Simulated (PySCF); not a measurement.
# CH4Si (SMILES C[SiH]) at MP2/6-311G (density fitting, max memory mb 1860)

We compute the energy of CH4Si. The job is set up through a Python script.

The results are computed with PySCF 2.14.0.

## 1. Starting point

CH4Si: 6 atoms, total charge 0, spin state singlet. SMILES: `C[SiH]`. Geometry: optimised at TPSS/DZVP2.

Bond lengths: C1–Si2 1.919 Å, C1–H3 1.103 Å, C1–H4 1.095 Å, C1–H5 1.103 Å, Si2–H6 1.533 Å. Angles: C1–Si2–H6 93.9°, Si2–C1–H3 109.9°, Si2–C1–H4 113.7°, Si2–C1–H5 109.8°, H3–C1–H4 108.9°, H3–C1–H5 105.3°, H4–C1–H5 108.8°.

## 2. The energy at MP2/6-311G (density fitting, max memory mb 1860)

run.py reads:

```python
# C[SiH]
from pyscf import gto, mp
from pyscf import df

mol = gto.M(
    atom='''
C   -0.094052  -0.363050  -0.367098
Si   0.976966   0.150810   1.139808
H   -1.157326  -0.396998  -0.077399
H    0.186543  -1.330121  -0.798479
H   -0.030005   0.408874  -1.151841
H    0.229554   1.472332   1.352062
''',
    basis='6-311g',
    charge=0,
    max_memory=1860,
    verbose=4,
)

calc0 = mol.RHF()
calc0 = calc0.density_fit(auxbasis=df.aug_etb(mol, beta=2.0))
calc0.kernel()

pt = mp.MP2(calc0).run()
e_tot = pt.e_tot
print('E(%s) = %.9f' % ('MP2', e_tot))
dip = calc0.dip_moment()
pop, q = calc0.mulliken_pop()
```

Command:

```
$ OMP_NUM_THREADS=1 python run.py
```

What values should one expect? Wanted: total energy; dipole moment; HOMO energy; LUMO energy; HOMO–LUMO gap; correlation energy.

Computed results:

Level: MP2/6-311G (density fitting, max memory mb 1860).

| quantity | value |
| --- | --- |
| total energy | -329.31723 Eh |
| dipole moment (Hartree–Fock density) | 1.06 D |
| HOMO energy (Hartree–Fock orbitals) | -8.65 eV |
| LUMO energy (Hartree–Fock orbitals) | 0.49 eV |
| HOMO–LUMO gap (Hartree–Fock orbitals) | 9.13 eV |
| correlation energy | -282.9 mEh |

What this shows: Mulliken charges of the mean-field density run from -1.07 on C1 to +0.66 on Si2; they depend strongly on the basis.
